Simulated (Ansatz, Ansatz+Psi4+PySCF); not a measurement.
```csv
atom,x (Å),y (Å),z (Å)
C,0.0000,-0.4117,-0.0523
O,0.0000,-0.3905,1.1538
N,0.0000,0.6799,-0.8543
H,0.0000,-1.3629,-0.6417
H,0.0000,0.5969,-1.8606
H,0.0000,1.6013,-0.4339
```

Basis set: cc-pVTZ (spherical functions). Correlated methods keep 3 orbitals frozen. Charge 0, multiplicity 1.

Computed with Ansatz (development build ahead of 0.2.0); each method stands on the lowest determinant of its kind that the runs found. Restricted open shells among the atoms or ions are ROHF, correlated in semicanonical orbitals with singles.

(1) Give the atomization energy at this shape (free ground-state atoms in the same class of orbitals less the molecule, no zero-point energy) of singlet CH₃NO by RHF-MP2, RHF.

## Answers

(1)

```
 method  atomization energy
RHF-MP2            24.38 eV
    RHF            16.65 eV
```
